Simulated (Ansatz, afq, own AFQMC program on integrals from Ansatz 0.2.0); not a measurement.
Two steps: Ansatz 0.2.0 writes the Fock matrix and Cholesky factors of the valence space, and afq projects on them the lowest state that overlaps trial and start.

```yaml
crystal:
  periodic: [false, false, false]
  atoms:
    - {symbol: As, position_ang: [0.000000, 0.000000, 0.000000]}
basis:
  gaussian: {orbitals: def2-SVP}
magnetization: {spin_polarized: true, initial_magnetization: 3}
correlation: {method: ccsd_t, electrons: outside_noble_gas, hamiltonian_folder: ham}
```

```sh
$ ansatz run in.yaml --threads 1 --pin off --events-out ev --progress --plain --max-ram 24576MiB --backend cuda --devices 0, --max-vram 18GiB
```

afq runs on the folder ham with

```
--method phaseless --trial cisd --walkers 4000 --populations 20 --least-time 60 --time-step 0.005 --steps-per-block 50 --equilibration-blocks 28 --max-blocks 4000 --target-error 8e-05 --factor-cut 1e-05 --start spin_pure --seed 3591 --release-times 0.24,0.5,1,1.5 --release-step 0.02 --release-every 3 --taylor-order 6
```

Times are imaginary, in 1/Eh. The walk had a cap of 122 s. With eight or more populations the least sampling time is a fifth of least-time, and the error comes from their spread. Filled inner d shells are frozen with the cores.

Log:

```
orbitals 18  electrons 4 1  factors 108 of 218
reference energy -2233.91692247 Eh
CCSD correlation -0.07117878 Eh in 9 cycles, weight of the determinant in the CISD state 0.9522
energy of the start -2233.988098 Eh
 block  time / (1/Eh)  mean weight  energy / Eh
     1     0.250  1.0000  -2233.988078
     2     0.500  1.0001  -2233.988278
     3     0.750  1.0000  -2233.988500
     4     1.000  1.0000  -2233.988755
     5     1.250  0.9999  -2233.988912
     8     2.000  1.0000  -2233.989118
    11     2.750  1.0000  -2233.989423
    14     3.500  0.9999  -2233.989401
    17     4.250  1.0001  -2233.989417
    20     5.000  1.0000  -2233.989328
    22     5.500  1.0000  -2233.989435
    23     5.750  1.0002  -2233.989287
    26     6.500  1.0001  -2233.989259
    29     7.250  1.0000  -2233.989299
    32     8.000  0.9999  -2233.989348
    35     8.750  1.0000  -2233.989279
    38     9.500  1.0000  -2233.989272
    41    10.250  1.0001  -2233.989225
    44    11.000  1.0001  -2233.989339
    47    11.750  1.0000  -2233.989248
    50    12.500  1.0000  -2233.989346
    53    13.250  1.0000  -2233.989259
    56    14.000  1.0000  -2233.989258
    59    14.750  1.0000  -2233.989184
    62    15.500  1.0000  -2233.989377
    65    16.250  0.9999  -2233.989347
    68    17.000  1.0000  -2233.989347
    71    17.750  1.0000  -2233.989321
    74    18.500  1.0000  -2233.989344
    77    19.250  0.9998  -2233.989316
    78    19.500  1.0001  -2233.989352
error from the spread of 20 populations
released: time / (1/Eh)  energy / Eh  error  mean overlap
  0.24  -2233.989323  0.000013  1.0009
  0.50  -2233.989339  0.000011  0.9997
  1.00  -2233.989363  0.000008  0.9983
  1.50  -2233.989362  0.000009  0.9989
energy -2233.989313 +/- 0.000016 Eh
(rows thinned)
```

The run passed its tests (sampling time, drift between the halves within three errors, error under three times the target), which doesn't prove that it has relaxed.

Against this walk (error 0.4 meV) on the same determinant: CCSD(T) 7.0 meV higher, CCSDT(Q) 0.5 meV lower (within the noise), CCSDTQ 1.0 meV lower, full CI 1.1 meV lower. The error is statistical and leaves out the bias of the constraint. Released to 1.50 1/Eh the energy lies 1.3 ± 0.5 meV (both errors) below the phaseless value, which shows part or all of the bias of the constraint, and full CI lies 0.2 meV above the released value.

Cautions: constraint bias not in the error; no relativity below Rb; no spin-orbit coupling; inner d shell frozen.

The walk took 21 s on 1 × NVIDIA H100 80GB HBM3 with 1 thread of AMD EPYC 7R13 Processor (Zen 3) (shared host) (the card was shared). The log's last line is the phaseless energy.

CCSDT and higher add their correlation energy to the determinant of the CCSD(T) run, since their own runs factorise the integrals more tightly (a shift of under 2 meV). A walk keeps the symmetry of its determinant, which the program's search chose and which needn't be the lowest solution, so a lower state of the same spin and another symmetry isn't excluded.
